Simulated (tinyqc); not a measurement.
Worked calculation: MP2 on RHF in the sto-6g basis, frozen core, for CH3-, spin multiplicity 1. The basis has no diffuse functions, so it cannot describe the extra electron: this is an exercise in the method, not the real anion. One step of it, computed by the program tinyqc.

Question. Iteration 8 (converged): orbitals. Diagonalise F' = X^T F X, C = X C', fill 5 alpha and 5 beta electrons from the bottom; D = 2 C_occ C_occ^T. Each column has its largest component positive (the first on a tie).

converged F (hartree):
```
             1C 1s      1C 2s     1C 2px     1C 2py     1C 2pz      2H 1s      3H 1s      4H 1s
1C 1s   -10.545562  -2.724697  -0.000001   0.000000   0.004881  -0.604095  -0.603892  -0.603892
1C 2s    -2.724697  -0.897629  -0.000007   0.000000   0.008027  -0.446674  -0.446561  -0.446561
1C 2px   -0.000001  -0.000007   0.303003   0.000000  -0.000003  -0.226638   0.113365   0.113365
1C 2py    0.000000   0.000000   0.000000   0.303230   0.000000   0.000000  -0.196221   0.196221
1C 2pz    0.004881   0.008027  -0.000003   0.000000   0.217244   0.017037   0.017030   0.017030
2H 1s    -0.604095  -0.446674  -0.226638   0.000000   0.017037  -0.056900  -0.124018  -0.124018
3H 1s    -0.603892  -0.446561   0.113365  -0.196221   0.017030  -0.124018  -0.056766  -0.124080
4H 1s    -0.603892  -0.446561   0.113365   0.196221   0.017030  -0.124018  -0.124080  -0.056766
```

X:
```
            1C 1s      1C 2s     1C 2px     1C 2py     1C 2pz      2H 1s      3H 1s      4H 1s
1C 1s    1.026435  -0.155440   0.000005   0.000000   0.001428   0.021822   0.021822   0.021822
1C 2s   -0.155440   1.339398  -0.000034   0.000000  -0.015586  -0.293046  -0.292969  -0.292969
1C 2px   0.000005  -0.000034   1.157486   0.000000   0.000001  -0.305086   0.152618   0.152618
1C 2py   0.000000   0.000000   0.000000   1.157278   0.000000   0.000000  -0.264063   0.264063
1C 2pz   0.001428  -0.015586   0.000001   0.000000   1.000768   0.014496   0.014491   0.014491
2H 1s    0.021822  -0.293046  -0.305086   0.000000   0.014496   1.211161  -0.026213  -0.026213
3H 1s    0.021822  -0.292969   0.152618  -0.264063   0.014491  -0.026213   1.211065  -0.026173
4H 1s    0.021822  -0.292969   0.152618   0.264063   0.014491  -0.026213  -0.026173   1.211065
```

Give: F' = X^T F X; orbital energies; coefficients C; D after iteration 8.

Answer.

F' = X^T F X (hartree):
```
          1        2        3        4        5        6        7        8
1  -10.3352  -1.4857   0.0000   0.0000   0.0079  -0.0862  -0.0862  -0.0862
2   -1.4857   0.0776  -0.0001   0.0000  -0.0225  -0.4004  -0.4003  -0.4003
3    0.0000  -0.0001   0.6555   0.0000   0.0000  -0.4886   0.2444   0.2444
4    0.0000   0.0000   0.0000   0.6554   0.0000   0.0000  -0.4230   0.4230
5    0.0079  -0.0225   0.0000   0.0000   0.2190   0.0254   0.0254   0.0254
6   -0.0862  -0.4004  -0.4886   0.0000   0.0254   0.3574  -0.0444  -0.0444
7   -0.0862  -0.4003   0.2444  -0.4230   0.0254  -0.0444   0.3574  -0.0443
8   -0.0862  -0.4003   0.2444   0.4230   0.0254  -0.0444  -0.0443   0.3574
```

orbital energies (hartree): MO1 -10.5486, MO2 -0.3864, MO3 -0.0831, MO4 -0.0829, MO5 0.2163, MO6 0.9488, MO7 1.1400, MO8 1.1405

coefficients C:
```
            MO1      MO2      MO3      MO4      MO5      MO6      MO7      MO8
1C 1s    0.9952  -0.1984   0.0000   0.0000  -0.0173  -0.2215   0.0000   0.0001
1C 2s    0.0220   0.5874   0.0000   0.0000   0.0841   1.3128   0.0000  -0.0005
1C 2px   0.0000   0.0000   0.4384   0.0000   0.0000   0.0003   0.0000   1.1346
1C 2py   0.0000   0.0000   0.0000   0.4384   0.0000   0.0000   1.1343   0.0000
1C 2pz  -0.0007  -0.0174   0.0000   0.0000   0.9967  -0.0937   0.0000   0.0000
2H 1s   -0.0043   0.2690   0.5928   0.0000  -0.0232  -0.6796   0.0000  -0.8728
3H 1s   -0.0043   0.2689  -0.2965   0.5135  -0.0231  -0.6789  -0.7559   0.4369
4H 1s   -0.0043   0.2689  -0.2965  -0.5135  -0.0231  -0.6789   0.7559   0.4369
```

D after iteration 8:
```
          1C 1s    1C 2s   1C 2px   1C 2py   1C 2pz    2H 1s    3H 1s    4H 1s
1C 1s    2.0602  -0.1922   0.0000   0.0000  -0.0290  -0.1144  -0.1144  -0.1144
1C 2s   -0.1922   0.7052   0.0000   0.0000   0.1471   0.3120   0.3118   0.3118
1C 2px   0.0000   0.0000   0.3843   0.0000   0.0000   0.5197  -0.2599  -0.2599
1C 2py   0.0000   0.0000   0.0000   0.3844   0.0000   0.0000   0.4502  -0.4502
1C 2pz  -0.0290   0.1471   0.0000   0.0000   1.9873  -0.0555  -0.0555  -0.0555
2H 1s   -0.1144   0.3120   0.5197   0.0000  -0.0555   0.8487  -0.2057  -0.2057
3H 1s   -0.1144   0.3118  -0.2599   0.4502  -0.0555  -0.2057   0.8489  -0.2058
4H 1s   -0.1144   0.3118  -0.2599  -0.4502  -0.0555  -0.2057  -0.2058   0.8489
```
